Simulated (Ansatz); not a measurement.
**MgH₂+ (quartet): from Hartree-Fock to the top rungs, def2-TZVPP**

One table from this session's results is given with a row withheld; the runs are named, their logs left out.

The runs use Ansatz 0.2.0, Gaussian basis; def2-TZVPP, core rule «outside noble gas», up to 5 orbitals frozen.

The runs, in order: UHF; ROHF; CCSD(T) on UHF.

2 further runs of the same task are left out: 2 set aside as unsound or not needed.

## What is computed

The geometry is a PBE0/def2-TZVP stationary point (not a proven minimum) of the parent state, kept for this charge and spin.

3 atoms, charge 1, spin multiplicity 4.

Atoms are counted from 1 here; the program's logs count them from 0.

Bond lengths: Mg1–H2 1.997 Å, Mg1–H3 1.997 Å, H2–H3 0.821 Å. Angles: H2–Mg1–H3 23.7°, Mg1–H2–H3 78.1°, Mg1–H3–H2 78.1°.

The first run:

File in.yaml:

```yaml
crystal:
  periodic: [false, false, false]
  atoms:
    - {symbol: Mg, position_ang: [0.000000, 0.000000, -0.149686]}
    - {symbol: H, position_ang: [0.000000, 0.410416, 1.804730]}
    - {symbol: H, position_ang: [0.000000, -0.410416, 1.804730]}
basis:
  gaussian: {orbitals: def2-TZVPP}
total_charge: 1
magnetization: {spin_polarized: true, initial_magnetization: 3}
hamiltonian: {xc: hf}
output: {orbitals: {seedname: orbitals}}
```

The run is started by

```bash
$ ansatz run in.yaml --threads 1 --pin off --events-out ev --progress --plain --max-ram 4096MiB --backend cpu
```

Among the steps run: UHF; ROHF; CCSD(T) on UHF.

One of the session's tables, all rows but one given; the rest of the session is left out.

```
  method  from UCCSD(T) (meV)
    ROHF                    ?
     UHF               +285.3
    UMP2                +94.3
   UCCSD                 +1.2
UCCSD(T)                    0
```

Q: Estimate the row for ROHF from the others.

As computed: from UCCSD(T) (meV): +287.5. In the column «from UCCSD(T) (meV)» it is the highest.
